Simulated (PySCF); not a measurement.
# Vertical excitation energies

2-chloro-1-butene, C4H7Cl.
Geometry (PBE0-D3(BJ)/def2-SVP, Å), atoms numbered from 1 in this order:
```xyz
12
C4H7Cl angstrom
C      2.0812   -0.5085    0.1260
C      1.1439    0.4272    0.2761
Cl     1.4186    1.7583    1.3745
C     -0.1841    0.4698   -0.4137
C     -1.3738    0.3511    0.5321
H      3.0270   -0.4705    0.6686
H      1.9064   -1.3394   -0.5614
H     -0.2008   -0.3440   -1.1558
H     -0.2518    1.4171   -0.9762
H     -1.3631    1.1599    1.2774
H     -2.3207    0.4127   -0.0242
H     -1.3541   -0.6075    1.0723
```

The calculation used TDDFT CAM-B3LYP/def2-SVPD, vertical, gas phase, core orbitals frozen in the response (PySCF).

```
state  λ (nm)  E (eV)       f  main configurations (H = HOMO, L = LUMO)
   S1   186.2    6.66   0.048       H→L+2 (34%), H→L (26%), H→L+1 (22%)
   S2   183.8    6.74   0.253       H→L (68%), H→L+1 (16%), H→L+2 (10%)
   S3   173.4    7.15   0.013                  H→L+1 (54%), H→L+2 (36%)
   S4   166.6    7.44  0.0001                               H-1→L (89%)
   S5   155.0    8.00  0.0080              H-1→L+2 (54%), H-1→L+1 (31%)
   S6   152.9    8.11   0.019                  H→L+3 (65%), H→L+5 (20%)
   S7   150.7    8.23  0.0073                  H→L+4 (50%), H→L+5 (22%)
   S8   146.7    8.45   0.031     H→L+5 (39%), H→L+4 (38%), H→L+3 (15%)
   S9   145.2    8.54  0.0007                  H-3→L (75%), H-5→L (10%)
  S10   143.8    8.62   0.063                               H-2→L (83%)
```

Triplets, Tamm–Dancoff:

```json
{"state": "T1", "E (eV)": "4.13", "λ (nm)": "300.0", "main configurations (H = HOMO, L = LUMO)": "H→L (79%), H→L+1 (8%)"}
{"state": "T2", "E (eV)": "6.22", "λ (nm)": "199.2", "main configurations (H = HOMO, L = LUMO)": "H→L+2 (45%), H→L+1 (27%)"}
{"state": "T3", "E (eV)": "7.01", "λ (nm)": "177.0", "main configurations (H = HOMO, L = LUMO)": "H→L+1 (52%), H→L+2 (30%)"}
{"state": "T4", "E (eV)": "7.26", "λ (nm)": "170.8", "main configurations (H = HOMO, L = LUMO)": "H-1→L+2 (50%), H-1→L (15%), H-1→L+1 (12%)"}
```

The lowest singlet lies at 6.66 eV (186 nm, vacuum ultraviolet) and is of moderate strength; its leading configuration is HOMO→LUMO+2 (34%). The strongest level in the table is S2 at 6.74 eV (184 nm, f = 0.253). Löwdin shares by element: HOMO carbon 60% or more, chlorine 27%; LUMO carbon 62% or more, chlorine 11% (atoms not listed hold the other 28%). Of the 10 states listed, 6 reach f = 0.01 and 1 stays under 0.0005. The oscillator strengths of these states sum to 0.444; summed over the whole spectrum of an exact calculation they would give the number of electrons, 48 (Thomas–Reiche–Kuhn). Orbital energies (eV): HOMO-3 -11.50, HOMO-2 -11.05, HOMO-1 -10.24, HOMO -8.66, LUMO 0.88, LUMO+1 1.32, LUMO+2 1.82. All these states lie below the vertical ionisation energy of 9.55 eV (ΔSCF). Only the lowest 10 singlets were computed, as vertical energies without vibronic structure.

One conformer stands for the species.
